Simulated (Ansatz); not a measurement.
## Ansatz (development build ahead of 0.2.0) run

```yaml
crystal:
  periodic: [false, false, false]
  atoms:
    - { symbol: "N", position_ang: [1.13844, 0.02539, 0.0375] }
    - { symbol: C, position_ang: [0.29439, 1.09755, -0.02112] }
    - { symbol: C, position_ang: [-1.02935, 0.71018, 0.01845] }
    - { symbol: C, position_ang: [-0.98513, -0.71592, -0.04968] }
    - { symbol: C, position_ang: [0.33317, -1.11523, 0.04983] }
    - { symbol: H, position_ang: [2.11246, -0.01688, 0.04476] }
    - { symbol: H, position_ang: [0.75334, 2.1018, -0.04482] }
    - { symbol: H, position_ang: [-1.85092, 1.32132, -0.02364] }
    - { symbol: H, position_ang: [-1.83093, -1.41052, -0.00051] }
    - { symbol: H, position_ang: [0.76599, -2.06591, 0.00163] }
basis:
  gaussian: { orbitals: cc-pVDZ }
hamiltonian:
  xc: hf
correlation:
  method: mp2
  frozen_orbitals: { C: 1, H: 0, "N": 1 }
```

The input is written out in the form of the current development build from the run's settings.

Results

| Item | Value |
| --- | --- |
| Converged | yes |
| Reference energy | -208.81823 hartree |
| Correlation energy | -0.69627 hartree |
| Total energy | -209.51451 hartree |
| Spin squared of the determinant | 0.000 |
